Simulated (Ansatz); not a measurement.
**[GeH₃···H···H], doublet: reading a ladder of total energies**

Geometry: a point of a hydrogen-transfer path between rigid fragments, not a stationary point.

```xyz
6

Ge   -0.0366    0.0000    0.0000
H    -0.5481    1.4466    0.0000
H    -0.5480   -0.7233    1.2528
H    -0.5481   -0.7233   -1.2528
H     1.7234    0.0000    0.0000
H     2.5584    0.0000    0.0000
```

Basis cc-pVDZ; Ansatz 0.2.0. Only valence electrons are correlated (noble-gas cores and the filled d shells of p-block atoms frozen), which leaves 9 electrons in 38 orbitals. Prefix R: restricted or restricted open-shell reference; prefix U: unrestricted. No spin–orbit coupling is included, and no scalar relativity.

Full CI isn't at hand for all of this; UCCSDT(Q) serves as the reference, and is uncertain by about the last step of the cluster series.

Runs differ by some tens of microhartree through their thresholds and, for an open shell, their frozen cores, so steps under 0.03 kcal/mol mean nothing.

| level | total energy (hartree) |
| --- | --- |
| UHF | -2078.125333 |
| UMP2 | -2078.249395 |
| UCCSD | -2078.283520 |
| UCCSD(T) | -2078.286329 |
| UCCSDT | -2078.287036 |
| UCCSDT(Q) | -2078.287113 |

Q: What is the correlation energy at UCCSDT(Q), and what share of it do UMP2 and UCCSD recover?

A: E(corr) = -2078.287113 − (-2078.125333) = -0.161780 hartree = -4.402 eV. UMP2: -0.124062 / -0.161780 = 76.69 %. UCCSD: -0.158187 / -0.161780 = 97.78 %.

Q: By how many kcal/mol does UCCSD(T) miss UCCSDT(Q) (1 hartree = 627.509 kcal/mol), and which steps make up the rest?

A: -2078.286329 − (-2078.287113) = 0.000784 hartree = 0.49 kcal/mol. Steps: UCCSDT − UCCSD(T) = -0.44, UCCSDT(Q) − UCCSDT = -0.05 kcal/mol. That is within 1 kcal/mol of the reference in this basis, which itself misses far more of the correlation at the basis-set limit.
